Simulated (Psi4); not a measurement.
Psi4 input (wB97X-D/6-31G*):

```
memory 1500 MB

molecule {
1 2
C    -0.09071946    0.00000000    0.00000000
H     0.27215839    0.00000000   -1.03552753
H     0.27215839    0.00000000    1.03552753
symmetry c1
no_reorient
no_com
}

set {
  basis 6-31G*
  reference uks
  scf_type pk
  dft_radial_points 99
  dft_spherical_points 590
  e_convergence 1e-8
  d_convergence 1e-7
  maxiter 150
}

e = energy('wb97x-d')
print_out(f'\nFINAL {e:.10f} DIPOLE {variable("CURRENT DIPOLE")[0]:.6f} {variable("CURRENT DIPOLE")[1]:.6f} {variable("CURRENT DIPOLE")[2]:.6f}\n')
```

Output:

```
   => Loading Basis Set <=

    Name: 6-31G*
    Role: ORBITAL
    Keyword: BASIS
    atoms 1   entry C          line   111 file 6-31gs.gbs
    atoms 2-3 entry H          line    44 file 6-31gs.gbs

   => WB97X-D: Empirical Dispersion <=

    Chai and Head-Gordon Dispersion Correction
    Chai, J.-D.; Head-Gordon, M. (2010), J. Chem. Phys., 132: 6615-6620

        s6 =       1.000000

         ---------------------------------------------------------
                                   SCF
               by Justin Turney, Rob Parrish, Andy Simmonett
                          and Daniel G. A. Smith
                              UKS Reference
         ---------------------------------------------------------

  ==> Geometry <==

    Molecular point group: c1
    Full point group: C2v

    Geometry (in Angstrom), charge = 1, multiplicity = 2:

       Center              X                  Y                   Z               Mass
    ------------   -----------------  -----------------  -----------------  -----------------
         C           -0.090719460000     0.000000000000     0.000000000000    12.000000000000
         H            0.272158390000     0.000000000000    -1.035527530000     1.007825032230
         H            0.272158390000     0.000000000000     1.035527530000     1.007825032230

  Running in c1 symmetry.

  Rotational constants: A =     67.95792  B =      7.79934  C =      6.99639 [cm^-1]
  Rotational constants: A = 2037327.10516  B = 233818.44285  C = 209746.42146 [MHz]
  Nuclear repulsion =    6.042725283228688

  Charge       = 1
  Multiplicity = 2
  Electrons    = 7
  Nalpha       = 4
  Nbeta        = 3

  ==> Algorithm <==

  SCF Algorithm Type is PK.
  DIIS enabled.
  MOM disabled.
  Fractional occupation disabled.
  Guess Type is SAD.
  Energy threshold   = 1.00e-08
  Density threshold  = 1.00e-07
  Integral threshold = 1.00e-12

  ==> Primary Basis <==

  Basis Set: 6-31G*
    Blend: 6-31G*
    Number of shells: 10
    Number of basis functions: 19
    Number of Cartesian functions: 19
    Spherical Harmonics?: false
    Max angular momentum: 2

  ==> DFT Potential <==

   => LibXC <=

    Version 7.1.2
    S. Lehtola, C. Steigemann, M. J. T. Oliveira, and M. A. L. Marques,  SoftwareX 7, 1–5 (2018) (10.1016/j.softx.2017.11.002)

   => Composite Functional: WB97X-D <=

    wB97X-D Hyb-GGA Exchange-Correlation Functional

    J.-D. Chai and M. Head-Gordon,  Phys. Chem. Chem. Phys. 10, 6615–6620 (2008) (10.1039/B810189B)

    Deriv               =              1
    GGA                 =           TRUE
    Meta                =          FALSE

    Exchange Hybrid     =           TRUE
    MP2 Hybrid          =          FALSE

   => Exchange-Correlation Functionals <=

    1.0000   wB97X-D range-separated functional

   => Exact (HF) Exchange <=

    0.7780            HF,LR [omega = 0.2000]
    0.2220               HF

   => LibXC Density Thresholds  <==

    XC_HYB_GGA_XC_WB97X_D:  1.00E-14

   => Molecular Quadrature <=

    Radial Scheme          =       TREUTLER
    Pruning Scheme         =           NONE
    Nuclear Scheme         =       TREUTLER

    Blocking Scheme        =         OCTREE
    BS radius alpha        =              1
    Pruning alpha          =              1
    Radial Points          =             99
    Spherical Points       =            590
    Total Points           =         168246
    Total Blocks           =           1287
    Max Points             =            255
    Max Functions          =             19
    Weights Tolerance      =       1.00E-15

  ==> Integral Setup <==

  Using in-core PK algorithm.
   Calculation information:
      Number of atoms:                   3
      Number of AO shells:              10
      Number of primitives:             23
      Number of atomic orbitals:        19
      Number of basis functions:        19

      Integral cutoff                 1.00e-12
      Number of threads:                 1

  Performing in-core PK
  Using 54435 doubles for integral storage.
  We computed 1540 shell quartets total.
  Whereas there are 1540 unique shell quartets.

  Computing range-separated integrals for PK
  We computed 1540 wK shell quartets total.
  Whereas there are 1540 wK unique shell quartets.

  ==> DiskJK: Disk-Based J/K Matrices <==

    J tasked:                  Yes
    K tasked:                  Yes
    wK tasked:                 Yes
    Omega:               2.000E-01
    Schwarz Cutoff:          1E-12


  Cached 100.0% of DFT collocation blocks in 0.092 [GiB].

  Minimum eigenvalue in the overlap matrix is 3.9542051768E-02.
  Reciprocal condition number of the overlap matrix is 8.6839911255E-03.
    Using symmetric orthogonalization.

  ==> Pre-Iterations <==

  SCF Guess: Superposition of Atomic Densities via on-the-fly atomic UHF (no occupation information).

   -------------------------
    Irrep   Nso     Nmo
   -------------------------
     A         19      19
   -------------------------
    Total      19      19
   -------------------------

  ==> Iterations <==

                        Total Energy        Delta E     RMS |[F,P]|

   @UKS iter SAD:   -38.54116348100573   -3.85412e+01   0.00000e+00
   @UKS iter   1:   -38.73819402550880   -1.97031e-01   8.14780e-03 ADIIS/DIIS
   @UKS iter   2:   -38.75551996356256   -1.73259e-02   2.90894e-03 ADIIS/DIIS
   @UKS iter   3:   -38.75692111930793   -1.40116e-03   4.32560e-04 ADIIS/DIIS
   @UKS iter   4:   -38.75698218507051   -6.10658e-05   9.02257e-05 DIIS
   @UKS iter   5:   -38.75698626670754   -4.08164e-06   2.08892e-05 DIIS
   @UKS iter   6:   -38.75698649853200   -2.31824e-07   1.96293e-06 DIIS
   @UKS iter   7:   -38.75698650049301   -1.96101e-09   3.62125e-07 DIIS
   @UKS iter   8:   -38.75698650056437   -7.13598e-11   8.53891e-08 DIIS
  Energy and wave function converged.

  ==> Post-Iterations <==

   Electrons on quadrature grid:
      Nalpha   =    3.9999999995 ; deviation = -5.072e-10
      Nbeta    =    2.9999999993 ; deviation = -7.059e-10
      Ntotal   =    6.9999999988 ; deviation = -1.213e-09

   @Spin Contamination Metric:   2.075976739E-03
   @S^2 Expected:                7.500000000E-01
   @S^2 Observed:                7.520759767E-01
   @S   Expected:                5.000000000E-01
   @S   Observed:                5.000000000E-01

    Orbital Energies [Eh]
    ---------------------

    Alpha Occupied:

       1A    -10.818973     2A     -1.151169     3A     -0.929186
       4A     -0.744022

    Alpha Virtual:

       5A     -0.421258     6A     -0.123701     7A     -0.022611
       8A      0.278459     9A      0.311736    10A      0.342738
      11A      0.397797    12A      0.656021    13A      0.662314
      14A      1.304369    15A      1.331236    16A      1.339289
      17A      1.654344    18A      1.872823    19A      3.647839

    Beta Occupied:

       1A    -10.804061     2A     -1.102873     3A     -0.912716

    Beta Virtual:

       4A     -0.390238     5A     -0.372114     6A     -0.111178
       7A     -0.007517     8A      0.326073     9A      0.331579
      10A      0.376979    11A      0.407938    12A      0.673941
      13A      0.683407    14A      1.326610    15A      1.416295
      16A      1.419102    17A      1.714403    18A      1.901719
      19A      3.712734

    Final Occupation by Irrep:
              A
    DOCC [     3 ]
    SOCC [     1 ]
    NA   [     4 ]
    NB   [     3 ]

  @UKS Final Energy:   -38.75698650056437

   => Energetics <=

    Nuclear Repulsion Energy =              6.0427252832286875
    One-Electron Energy =                 -60.4721179500593706
    Two-Electron Energy =                  19.5775796096597290
    DFT Exchange-Correlation Energy =      -3.9050358296304095
    Empirical Dispersion Energy =          -0.0001376137630107
    VV10 Nonlocal Energy =                  0.0000000000000000
    Total Energy =                        -38.7569865005643663

  UHF NO Occupations:
  HONO-2 :    2  A 1.9997141
  HONO-1 :    3  A 1.9992490
  HONO-0 :    4  A 1.0000000
  LUNO+0 :    5  A 0.0007510
  LUNO+1 :    6  A 0.0002859
  LUNO+2 :    7  A 0.0000014
  LUNO+3 :    8  A 0.0000000

Computation Completed

Properties will be evaluated at   0.000000,   0.000000,   0.000000 [a0]

Properties computed using the SCF density matrix

 Multipole Moments:

 ------------------------------------------------------------------------------------
     Multipole            Electronic (a.u.)      Nuclear  (a.u.)        Total (a.u.)
 ------------------------------------------------------------------------------------

 L = 1.  Multiply by 2.5417464519 to convert [e a0] to [Debye]
 Dipole X            :          0.2323535            0.0000000            0.2323535
 Dipole Y            :          0.0000000            0.0000000            0.0000000
 Dipole Z            :          0.0000000            0.0000000            0.0000000
 Magnitude           :                                                    0.2323535

 ------------------------------------------------------------------------------------

FINAL -38.7569865006 DIPOLE 0.232354 0.000000 0.000000

*** Psi4 exiting successfully. Buy a developer a beer!
```

The dipole moment of an ion depends on the origin.
